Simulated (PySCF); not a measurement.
Bond curve of MgF

Set-up: PySCF, spin-free X2C with a Gaussian nucleus, basis sets Mg x2c-SVPall, F x2c-SVPall. Energies in eV from Mg + F in their ground configurations at the same level. State: ²Σ⁺ (doublet), unpaired electrons σ ↑.

All columns are r²SCAN. A positive dipole means Mg(−)F(+).

| R (Å) | E (eV) | μ (D) | Mulliken charge on Mg (basis-dependent) | HOMO (eV) | LUMO (eV) | Mayer bond order | ⟨S²⟩ |
| --- | --- | --- | --- | --- | --- | --- | --- |
| 1.523 | -3.815 | -2.31 | 0.57 | -4.83 | -2.96 | 0.80 | 0.75 |
| 1.594 | -4.351 | -2.54 | 0.54 | -4.91 | -3.02 | 0.85 | 0.75 |
| 1.665 | -4.645 | -2.77 | 0.52 | -4.99 | -3.09 | 0.89 | 0.75 |
| 1.718 | -4.751 | -2.94 | 0.51 | -5.04 | -3.14 | 0.91 | 0.75 |
| 1.771 | -4.782 | -3.11 | 0.50 | -5.10 | -3.20 | 0.93 | 0.75 |
| 1.824 | -4.757 | -3.29 | 0.49 | -5.16 | -3.25 | 0.94 | 0.75 |
| 1.895 | -4.656 | -3.53 | 0.48 | -5.23 | -3.33 | 0.95 | 0.75 |
| 1.984 | -4.456 | -3.83 | 0.48 | -5.31 | -3.43 | 0.95 | 0.75 |
| 2.090 | -4.147 | -4.20 | 0.48 | -5.41 | -3.54 | 0.95 | 0.75 |
| 2.232 | -3.680 | -4.69 | 0.48 | -5.52 | -3.70 | 0.94 | 0.75 |

A fit through these points gives, at Re = 1.771 Å, μ = -3.11 D and dμ/dR = -3.31 D/Å; the reduced mass is 10.6 u.

Question: How strong is the fundamental in the double-harmonic approximation, I = 42.26·(dμ/dR)²/μred km/mol?

Answer: I = 42.26·(-3.31)²/10.6 = 43.7 km/mol at r²SCAN.

The state was picked by a PBE0 search and need not be the measured ground state.
